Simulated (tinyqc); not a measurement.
The integration grid: Kohn-Sham R2SCAN on finer and finer grids in the sto-3g basis, for CH3, spin multiplicity 2. Computed by the program tinyqc with PySCF. 

Geometry (angstrom):
```
atom        x        y       z
C      0.0000   0.0000  0.1080
H      1.1300   0.0000  0.0000
H     -0.5650   0.9780  0.0000
H     -0.5650  -0.9780  0.0000
```

Self-consistent on each grid; the net force on the molecule should vanish.

Kohn-Sham energy on Becke grids (radial x angular points per atom):
```
grid       points  residual of the electron count  E (hartree)  E - finest (mhartree)  largest net force without grid terms (hartree/bohr)
10 x 14       554                       -5.96e-03   -39.229660              86.026897                                             2.56e-02
15 x 26      1553                        6.30e-04   -39.317313              -1.626017                                             7.11e-03
20 x 50      3990                       -7.99e-04   -39.316604              -0.917196                                             1.25e-03
30 x 86     10304                       -4.59e-06   -39.315932              -0.244598                                             2.27e-03
50 x 194    38743                        6.85e-06   -39.315695              -0.008147                                             1.99e-03
75 x 302    90500                        1.52e-07   -39.315701              -0.013929                                             1.42e-04
120 x 590  282808                        8.93e-09   -39.315687               0.000000                                             2.92e-05
```

The energy is within 0.1 mhartree of the finest grid first at 50 x 194. The error has both signs, since quadrature is not variational. The electron count and the net force are cheap signs of a poor grid.
